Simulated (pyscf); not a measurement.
ethane (H₃C–CH₃) + [H₃C–In–CH₃]• -> H₃C–In(CH₃)–CH₃ + methyl (CH₃•), a substitution at C (doublet surface; C–C broken, C–In formed). PySCF, gas phase, ωB97X-D3(BJ)/def2-SVP geometries. Energies in eV from the separated reactants.

Small-basis levels: PySCF, no dispersion term, spherical d functions. AM1 to PM7: differences of heats of formation from MOPAC, which are fitted to 298 K values and so differ in kind from electronic energies by zero-point and thermal terms. GFN2-xTB: tblite. Open shells are spin-unrestricted. 

```tsv
level	barrier	reaction energy
HF/6-31G*+LANL2DZ	2.87	+1.09
SVWN5/6-31G*+LANL2DZ	___	+1.79
B3LYP/LANL2DZ	2.22	+1.07
B3LYP/6-31G*+LANL2DZ	2.35	+1.34
B3LYP/6-311+G**+LANL2DZ	2.28	+1.24
PBE/def2-SVP	___	+1.62
GFN2-xTB	2.32	+2.38
AM1	1.95	+1.34
PM7	2.94	+2.17
ωB97M-D3(BJ)/def2-TZVP	___	+1.38
```

Task: Complete the blanks.

Result: 
- SVWN5/6-31G*+LANL2DZ, barrier: 2.06
- PBE/def2-SVP, barrier: 2.19
- ωB97M-D3(BJ)/def2-TZVP, barrier: 2.44

Against the last row the barrier runs from -0.49 (AM1) to +0.50 eV (PM7). At GFN2-xTB this geometry lies under one side, so the entry may be no barrier of that level: it is a single point on another level's saddle. ωB97M-D3(BJ)/def2-TZVP has limits of its own. This is the saddle that the search found; another between the same sides may lie lower. The angle at the attacked C is 175°. In the def2 sets elements past Kr carry core potentials, without spin-orbit coupling.
